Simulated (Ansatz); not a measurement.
Two isomers of C3H7FO2: A = `COC(C)(O)F`, B = `CCC(O)(O)F`.

Program: Ansatz. Geometries: PBE0-D4/def2-TZVP. ΔE: electronic, gas phase. CCSD(T)/CBS is the MP2 limit (def2-TZVPP, def2-QZVPP) plus CCSD(T) − MP2 in def2-TZVPP, frozen cores. DFT in def2-TZVPP. B3LYP here is the variant with VWN-RPA as its local correlation; programs differ in this. One conformer a species, not always the lowest.

A:

```xyz
13

C     0.6522    1.4383    0.5330
O     1.1380    0.1829    0.1093
C     0.1956   -0.6669   -0.4499
C    -0.9729   -1.0040    0.4406
O    -0.2803   -0.1902   -1.6492
F     0.9189   -1.8091   -0.6826
H     1.5273    2.0523    0.7408
H     0.0579    1.3530    1.4487
H     0.0514    1.9208   -0.2438
H    -1.5703   -1.7769   -0.0406
H    -0.6025   -1.3720    1.3967
H    -1.6010   -0.1285    0.6009
H     0.4857    0.0004   -2.2039
```

B:

Z-matrix (Å, degrees):
```
C
C 1 1.516
H 1 1.091 2 110.4
H 1 1.091 2 110.9 3 -119.8
H 1 1.091 2 111.3 3 120.1
C 2 1.515 1 113.1 3 -179.2
H 2 1.094 1 111.1 3 -58.3
H 2 1.092 1 111.2 3 60.3
O 6 1.375 2 108.5 1 -177.1
O 6 1.390 2 114.4 1 57.4
F 6 1.370 2 109.6 1 -58.0
H 9 0.965 6 107.2 2 -178.3
H 10 0.962 6 107.5 2 61.2
```

Question: Which is lower in electronic energy at CCSD(T)/CBS, and by how much? (Best estimate.)

Answer: Computed: B, by 11.4 kcal/mol.

Question: Give E(B) − E(A) in kcal/mol with HF/def2-TZVPP, B3LYP, CCSD(T)/def2-TZVPP, MP2/def2-TZVPP, PBE-D4, ωB97M-V, B2PLYP. (Best estimate.)

Answer: Computed: HF/def2-TZVPP -9.6, B3LYP -9.8, CCSD(T)/def2-TZVPP -11.0, MP2/def2-TZVPP -11.9, PBE-D4 -10.6, ωB97M-V -10.9, B2PLYP -10.4. None reverses the order clearly.

Largest T1 diagnostic: 0.011.

In def2-TZVPP, CCSD(T) changes the Hartree–Fock value by −1.4 kcal/mol (the triples alone add +0.1 kcal/mol) and MP2 by −2.3 kcal/mol.
